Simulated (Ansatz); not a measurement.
BF⁺, doublet: the ladder up to full CI

Geometry: a PBE0/def2-TZVP stationary point for this spin.

```xyz
2

B     0.0000    0.0000    0.0000
F     0.0000    0.0000    1.2123
```

Basis 6-31G; Ansatz 0.2.0. Only valence electrons are correlated (noble-gas cores frozen), which leaves 9 electrons in 16 orbitals. R marks a restricted (for open shells ROHF) determinant, U an unrestricted one. Active spaces: valence = (9e, 8o) chosen from the atoms' valence shells; pair = (3e, 3o) about the gap.

Full CI is exact within this basis and frozen core; it isn't the basis-set limit. The frozen core follows each run's orbitals, which can shift R against U totals by a few meV.

For open shells CISD and CISDTQ are restricted-active-space CI with the open shells as a complete middle space.

The UHF ⟨S²⟩ is 0.756 and the T1 diagnostic (RCCSD) is 0.0272. The largest doubles amplitude (RCCSD) is 0.043. The T1 diagnostic (UCCSD) is 0.0237.

| level | E − E(full CI) (kJ/mol) | share of correlation (%) | wall time |
| --- | --- | --- | --- |
| RHF | 422.2 | 0.00 | – |
| UHF | 419.4 | 0.65 | – |
| RMP2 | 14.7 | 96.53 | – |
| UMP2 | 12.5 | 97.04 | – |
| CISD | 28.6 | 93.24 | 0.3 s |
| RCCSD | 13.8 | 96.74 | – |
| UCCSD | 13.9 | 96.71 | – |
| RCCSD(T) | 1.6 | 99.61 | 0.3 s |
| UCCSD(T) | 1.6 | 99.61 | 0.24 s |
| BCCD(T) | 1.0 | 99.76 | 0.36 s |
| RCCSDT | 0.4 | 99.91 | – |
| UCCSDT | 0.4 | 99.91 | – |
| CISDTQ | 1.2 | 99.72 | 1.9 s |
| RCCSDT(Q) | 0.2 | 99.95 | 2 s |
| UCCSDT(Q) | -0.4 | 100.10 | 1.8 s |
| RCCSDTQ | -0.2 | 100.04 | 16 s |
| UCCSDTQ | -0.2 | 100.04 | 16 s |
| CASSCF (pair space) | 379.4 | 10.13 | – |
| NEVPT2 (pair space) | 10.9 | 97.41 | 0.18 s |
| MRCISD (pair space) | 25.7 | 93.91 | – |
| MRCISD+Q (pair space) | 8.2 | 98.05 | 0.27 s |
| CASSCF (valence space) | 134.2 | 68.22 | – |
| NEVPT2 (valence space) | 30.7 | 92.74 | 1.2 s |
| MRCISD (valence space) | 5.6 | 98.68 | – |
| MRCISD+Q (valence space) | 3.7 | 99.13 | 1.7 s |

The correlation energy at full CI, counted from RHF, is -4.376 eV. That run took 12 s on 1 thread of Intel Xeon 6975P-C, shared host over 1,989,600 determinants.

Times hold each run's SCF and search for its determinant on a shared host, so for small cases they say little of a method's own cost; they ran on 1 thread of Intel Xeon 6975P-C.

The full-CI state has the irrep A1 of C2v, in the program's axes (one component, if the state is degenerate).

Natural occupations of full CI about the gap: 1.991 1.973 1.965 1.965 0.997 0.033 0.033 0.022 0.009 0.005; effectively unpaired electrons, Σ n²(2−n)², 1.02.
